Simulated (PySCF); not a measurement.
# N₂ from Hartree–Fock to correlated methods

State: ¹Σg⁺ (singlet), closed shell. Set-up: PySCF, spin-free X2C with a Gaussian nucleus, basis sets N x2c-SVPall. De refers to N + N in their high-spin ground configurations, without counterpoise correction.

| Level | Re (Å) | ωe (cm⁻¹) | De (eV) |
| --- | --- | --- | --- |
| RHF | 1.073 | 2792 | 4.92 |
| RHF-MP2 | 1.122 | 2235 | 9.54 |
| RHF-SCS-MP2 | 1.118 | 2284 | 9.51 |
| RHF-CCSD | 1.106 | 2462 | 8.75 |
| RHF-CCSD(T) | 1.112 | 2396 | 9.05 |
| LDA | 1.106 | 2438 | 11.54 |
| PBE | 1.112 | 2392 | 10.55 |
| r²SCAN | 1.102 | 2471 | 9.44 |
| PBE0 | 1.098 | 2528 | 9.71 |
| r²SCAN0 | 1.092 | 2573 | 8.86 |
| B97-3 | 1.098 | 2525 | 9.85 |

**Question.** What are the measured Re and ωe, and which levels come closest?

**Answer.** Re = 1.097685 Å and ωe = 2358.57 cm⁻¹ (Huber and Herzberg, Constants of Diatomic Molecules (1979)). Closest are B97-3 for the length (off by 0.000 Å) and PBE for the frequency (off by 1.4 %).

```tsv
Level	error in Re (pm)	error in ωe (%)
RHF	-2.4	18.4
RHF-MP2	2.5	-5.3
RHF-SCS-MP2	2.0	-3.1
RHF-CCSD	0.8	4.4
RHF-CCSD(T)	1.4	1.6
LDA	0.8	3.4
PBE	1.4	1.4
r²SCAN	0.5	4.7
PBE0	0.0	7.2
r²SCAN0	-0.5	9.1
B97-3	0.0	7.1
```

Correlated steps freeze 2 core orbitals. Correlated levels converge slowly with the basis: in double zeta they bind strong bonds too weakly, by up to about 1 eV, and carry superposition errors of some tenths. Where the molecule has an RHF reference, its open-shell atoms are computed with UHF.

The whole job (state search and all levels along the bond) took about 0.37 min on 1 thread of Arm Neoverse V2 (shared host), peak memory 0.36 GiB.
